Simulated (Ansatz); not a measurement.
**SiH3F (SMILES F[SiH3]): the energy to break a bond**

The species is SiH3F (5 atoms), meant as a singlet with charge 0. As SMILES, `F[SiH3]`. Geometry: optimised at PBE0/def2-SVP.

```xyz
5

F    -1.2947    0.1656    0.8716
Si    0.0435   -0.0194   -0.0309
H    -0.3641   -0.1939   -1.4524
H     0.7765   -1.2230    0.4498
H     0.8888    1.1971    0.1204
```

Wanted: the dissociation energy of the H3–Si2 bond into doublet H and doublet SiH2F (shapes relaxed at PBE0/def2-SVP, no zero-point term). 1 Eh = 2625.50 kJ/mol = 27.2114 eV. Totals in Eh; open shells run unrestricted unless said.

| level | program | SiH3F | doublet H | doublet SiH2F |
| --- | --- | --- | --- | --- |
| B3LYP/def2-TZVPP | Ansatz | -391.270126 | -0.502154 | -390.613608 |
| CAM-B3LYP/def2-TZVPP | Ansatz | -391.227929 | -0.498811 | -390.573432 |
| wB97M-V/def2-TZVPP | Ansatz | -391.186054 | -0.494111 | -390.533654 |

Task: Work out the dissociation energy at each level.

Result: 
1. B3LYP/def2-TZVPP: (-0.502154) + (-390.613608) − (-391.270126) = 0.154364 Eh = 405.3 kJ/mol = 4.20 eV.
2. CAM-B3LYP/def2-TZVPP: (-0.498811) + (-390.573432) − (-391.227929) = 0.155686 Eh = 408.8 kJ/mol = 4.24 eV.
3. wB97M-V/def2-TZVPP: (-0.494111) + (-390.533654) − (-391.186054) = 0.158289 Eh = 415.6 kJ/mol = 4.31 eV.

The levels span 405 to 416 kJ/mol; no measured value is set beside them. A bond enthalpy at 298 K also holds the loss of zero-point energy and thermal terms.
